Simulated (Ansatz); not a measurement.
Geometry optimisation, RKS B3LYP-D4/def2-SVP in Ansatz 0.2.0.

Input:

```yaml
crystal:
  periodic: [false, false, false]
  atoms:
    - { symbol: B, position_ang: [0.080139, -0.246281, 0.100263] }
    - { symbol: H, position_ang: [0.054675, -0.621675, 1.233408] }
    - { symbol: O, position_ang: [1.305018, -0.068473, -0.52006] }
    - { symbol: H, position_ang: [2.034479, -0.283124, 0.068267] }
    - { symbol: "N", position_ang: [-1.093962, 0.019581, -0.615807] }
    - { symbol: H, position_ang: [-2.017865, -0.088635, -0.219564] }
    - { symbol: H, position_ang: [-1.089984, 0.336705, -1.579706] }
basis:
  gaussian: { orbitals: def2-SVP }
hamiltonian:
  xc: b3lyp
  dispersion: d4
relax:
  f_tol: 0.03
  max_steps: 50
```

Launched with:

```bash
$ ansatz run input.yaml --threads 1 --pin off --max-ram 2048MiB --backend cpu --events-out ev --progress --plain --runs-dir out
```

Problem. Where does it end, and by what steps?

Solution. It converged. After 5 steps the energy has fallen by 0.013 eV; H2 moved furthest, 0.04 Å.

| step | energy less start (eV) | largest force component (eV/Å) | accepted |
| --- | --- | --- | --- |
| 0 | 0.0000 | 0.659 | yes |
| 1 | -0.0109 | 0.338 | yes |
| 2 | -0.0132 | 0.046 | yes |
| 3 | -0.0132 | 0.068 | yes |
| 4 | -0.0132 | 0.072 | no |
| 5 | -0.0134 | 0.003 | yes |

```xyz
7
Properties=species:S:1:pos:R:3
B 0.091 -0.246 0.098
H 0.017 -0.625 1.249
O 1.300 -0.069 -0.524
H 2.045 -0.276 0.049
N -1.088 0.019 -0.614
H -2.009 -0.092 -0.214
H -1.083 0.337 -1.577
```

Whether the end is a true minimum wasn't checked by a vibrational analysis.

Run time: 11 s on 1 thread of Arm Neoverse V1, with other jobs on the host, peak memory 0.13 GiB.
